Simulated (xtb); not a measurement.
Input for xtb: GFN2-xTB on C2H4 (SMILES C=C).

```
$ xtb mol.xyz --gfn 2 --sp --chrg 0 --uhf 0
6

C      0.00000000     0.64634385    -1.60849815
C      0.00000000    -0.67914355    -1.45381675
H     -0.92399961    -1.24016223    -1.38784883
H      0.92399961    -1.24016223    -1.38784883
H      0.92403607     1.20737602    -1.67357285
H     -0.92403607     1.20737602    -1.67357285
```

Program output:

```
[...]
           -------------------------------------------------
          |                Calculation Setup                |
           -------------------------------------------------



           -------------------------------------------------
          |                 G F N 2 - x T B                 |
           -------------------------------------------------

        Reference                      10.1021/acs.jctc.8b01176
      * Hamiltonian:
        H0-scaling (s, p, d)           1.850000    2.230000    2.230000
        zeta-weighting                 0.500000
      * Dispersion:
        s8                             2.700000
        a1                             0.520000
        a2                             5.000000
        s9                             5.000000
      * Repulsion:
        kExp                           1.500000    1.000000
        rExp                           1.000000
      * Coulomb:
        alpha                          2.000000
        third order                    shell-resolved
        anisotropic                    true
        a3                             3.000000
        a5                             4.000000
        cn-shift                       1.200000
        cn-exp                         4.000000
        max-rad                        5.000000


          ...................................................
          :                      SETUP                      :
          :.................................................:
          :  # basis functions                  12          :
          :  # atomic orbitals                  12          :
          :  # shells                            8          :
          :  # electrons                        12          :
          :  max. iterations                   250          :
          :  Hamiltonian                  GFN2-xTB          :
          :  restarted?                      false          :
          :  GBSA solvation                  false          :
          :  PC potential                    false          :
          :  electronic temp.          300.0000000     K    :
          :  accuracy                    1.0000000          :
          :  -> integral cutoff          0.2500000E+02      :
          :  -> integral neglect         0.1000000E-07      :
          :  -> SCF convergence          0.1000000E-05 Eh   :
          :  -> wf. convergence          0.1000000E-03 e    :
          :  Broyden damping             0.4000000          :
          :  net charge                          0          :
          :  unpaired electrons                  0          :
          ...................................................

 iter      E             dE          RMSdq      gap      omega  full diag
   1     -6.3738396 -0.637384E+01  0.524E+00    5.52       0.0  T
   2     -6.3889046 -0.150650E-01  0.312E+00    5.49       1.0  T
   3     -6.3893619 -0.457272E-03  0.796E-01    5.47       1.0  T
   4     -6.3895543 -0.192428E-03  0.795E-02    5.46       1.0  T
   5     -6.3895541  0.264130E-06  0.134E-02    5.46       3.1  T
   6     -6.3895545 -0.423210E-06  0.163E-03    5.46      25.0  T
   7     -6.3895545 -0.158568E-08  0.446E-04    5.46      91.6  T
   8     -6.3895545 -0.474923E-09  0.818E-05    5.46     498.9  T

   *** convergence criteria satisfied after 8 iterations ***

         #    Occupation            Energy/Eh            Energy/eV
      -------------------------------------------------------------
         1        2.0000           -0.6071184             -16.5205
         2        2.0000           -0.5481105             -14.9148
         3        2.0000           -0.5050989             -13.7444
         4        2.0000           -0.4700201             -12.7899
         5        2.0000           -0.4328104             -11.7774
         6        2.0000           -0.4130053             -11.2384 (HOMO)
         7                         -0.2122218              -5.7748 (LUMO)
         8                          0.1302872               3.5453
         9                          0.1580192               4.2999
        10                          0.1885033               5.1294
        11                          0.4263671              11.6020
        12                          0.5518170              15.0157
      -------------------------------------------------------------
                  HL-Gap            0.2007835 Eh            5.4636 eV
             Fermi-level           -0.3126135 Eh           -8.5066 eV

 SCC (total)                   0 d,  0 h,  0 min,  0.003 sec
 SCC setup                      ...        0 min,  0.000 sec (  4.742%)
 Dispersion                     ...        0 min,  0.000 sec (  1.671%)
 classical contributions        ...        0 min,  0.000 sec (  1.095%)
 integral evaluation            ...        0 min,  0.000 sec (  9.178%)
 iterations                     ...        0 min,  0.002 sec ( 60.026%)
 molecular gradient             ...        0 min,  0.001 sec ( 16.660%)
 printout                       ...        0 min,  0.000 sec (  6.122%)

         :::::::::::::::::::::::::::::::::::::::::::::::::::::
         ::                     SUMMARY                     ::
         :::::::::::::::::::::::::::::::::::::::::::::::::::::
         :: total energy              -6.270767269122 Eh    ::
         :: gradient norm              0.027711461417 Eh/a0 ::
         :: HOMO-LUMO gap              5.463598182846 eV    ::
         ::.................................................::
         :: SCC energy                -6.389554460357 Eh    ::
         :: -> isotropic ES            0.001287850294 Eh    ::
         :: -> anisotropic ES          0.001966905418 Eh    ::
         :: -> anisotropic XC          0.007931401638 Eh    ::
         :: -> dispersion             -0.001447258809 Eh    ::
         :: repulsion energy           0.118787191235 Eh    ::
         :: add. restraining           0.000000000000 Eh    ::
         :: total charge               0.000000000000 e     ::
         :::::::::::::::::::::::::::::::::::::::::::::::::::::

           -------------------------------------------------
          |                Property Printout                |
           -------------------------------------------------

    * Orbital Energies and Occupations

         #    Occupation            Energy/Eh            Energy/eV
      -------------------------------------------------------------
         1        2.0000           -0.6071184             -16.5205
         2        2.0000           -0.5481105             -14.9148
         3        2.0000           -0.5050989             -13.7444
         4        2.0000           -0.4700201             -12.7899
         5        2.0000           -0.4328104             -11.7774
         6        2.0000           -0.4130053             -11.2384 (HOMO)
         7                         -0.2122218              -5.7748 (LUMO)
         8                          0.1302872               3.5453
         9                          0.1580192               4.2999
        10                          0.1885033               5.1294
        11                          0.4263671              11.6020
        12                          0.5518170              15.0157
      -------------------------------------------------------------
                  HL-Gap            0.2007835 Eh            5.4636 eV
             Fermi-level           -0.3126135 Eh           -8.5066 eV

     #   Z          covCN         q      C6AA      α(0)
     1   6 C        2.831    -0.078    29.936     8.966
     2   6 C        2.831    -0.078    29.936     8.966
     3   1 H        0.925     0.039     2.463     2.454
     4   1 H        0.925     0.039     2.463     2.454
     5   1 H        0.925     0.039     2.462     2.454
Note: The following floating-point exceptions are signalling: IEEE_DENORMAL
normal termination of xtb
     6   1 H        0.925     0.039     2.462     2.454

 Mol. C6AA /au·bohr⁶  :        296.340626
 Mol. C8AA /au·bohr⁸  :       6504.800332
 Mol. α(0) /au        :         27.747749


Wiberg/Mayer (AO) data.
largest (>0.10) Wiberg bond orders for each atom

 ---------------------------------------------------------------------------
     #   Z sym  total        # sym  WBO       # sym  WBO       # sym  WBO
 ---------------------------------------------------------------------------
     1   6 C    3.992 --     2 C    2.034     6 H    0.978     5 H    0.978
     2   6 C    3.992 --     1 C    2.034     4 H    0.978     3 H    0.978
     3   1 H    0.998 --     2 C    0.978
     4   1 H    0.998 --     2 C    0.978
     5   1 H    0.998 --     1 C    0.978
     6   1 H    0.998 --     1 C    0.978
 ---------------------------------------------------------------------------

Topologies differ in total number of bonds
Writing topology from bond orders to xtbtopo.mol

molecular dipole:
                 x           y           z       tot (Debye)
 q only:        0.000       0.000       0.000
   full:        0.000       0.000       0.000       0.001
molecular quadrupole (traceless):
                xx          xy          yy          xz          yz          zz
 q only:        0.177      -0.000       0.348      -0.000      -0.103      -0.525
  q+dip:        1.111      -0.000       1.195      -0.000      -0.414      -2.306
   full:        0.665      -0.000       0.575      -0.000      -0.215      -1.240


           -------------------------------------------------
          | TOTAL ENERGY               -6.270767269122 Eh   |
          | GRADIENT NORM               0.027711461417 Eh/α |
          | HOMO-LUMO GAP               5.463598182846 eV   |
           -------------------------------------------------

------------------------------------------------------------------------
------------------------------------------------------------------------
 total:
 SCF:
```

The run finished.

Cost: roughly 0.07 core-seconds.
